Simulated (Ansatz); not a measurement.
Rock-salt HfC, treated with BLYP (Ansatz, an electronic-structure program, plane waves, PAW).

Numerical settings: plane-wave cutoff 520 eV, 24×24×24 k mesh, Fermi–Dirac smearing 0.064 eV (set by the program), scalar-relativistic PAW data made under PBE.

Computed at the level's own relaxed cell.

Hill averages of the elastic tensor: K = 219.3 GPa, G = 169.7 GPa. Volume 12.976 Å³/atom, mean atomic mass 95.250 u.

### Question
Work out the density, the sound velocities of a polycrystal and the elastic Debye temperature, and Pugh's ratio at this level.

### Answer
ρ = 1.66054 × 95.250/12.976 = 12.189 g/cm³. v_l = √[(K + 4G/3)/ρ] = 6.046 km/s and v_t = √(G/ρ) = 3.731 km/s. The mean follows from 3/v_m³ = 1/v_l³ + 2/v_t³: v_m = 4.116 km/s. Θ_D = (ħ/k_B) v_m (6π²/V)^(1/3) = 76.38 K Å s/km × 4.116 × 1.6587 Å⁻¹ = 521 K, counting all atoms of the cell. K/G = 1.29, to be set beside Pugh's rough bound of 1.75 between brittle and ductile metals.
